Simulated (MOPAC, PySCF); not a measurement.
Bond stretch in S2, triplet.

- UMP2/3-21G = unrestricted MP2 (frozen core)/3-21G (PySCF)
- PM7, unrestricted, heats of formation (MOPAC)
- UHF/cc-pVTZ (PySCF)

Energies are in kJ/mol, each relative to the lowest point of its own curve near equilibrium.

```
R / Å  UMP2/3-21G    PM7    UHF
-----  ----------  -----  -----
1.43       1205.5  249.4  792.9
1.52        741.9      …  423.5
1.60        463.1   84.9  218.3
1.70        235.9      …   72.8
1.79        109.7    1.5      …
1.82         79.4    0.0    4.8
1.89         26.0    5.4    0.0
1.94          0.0   15.6      …
2.02            …   40.7   31.1
2.09         17.9   69.4   54.5
2.19         33.6  117.6   90.4
2.35         70.5      …  151.5
```

Complete the blanks.


- 1.52, PM7: 172.5
- 1.70, PM7: 23.0
- 1.79, UHF: 13.7
- 1.94, UHF: 7.4
- 2.02, UMP2/3-21G: 8.6
- 2.35, PM7: 204.1

The scan ran from 1.43 to 7.58 Å; beyond the distances shown one of the unrestricted levels run for this scan, shown here or not, changes its spin distribution in one step.
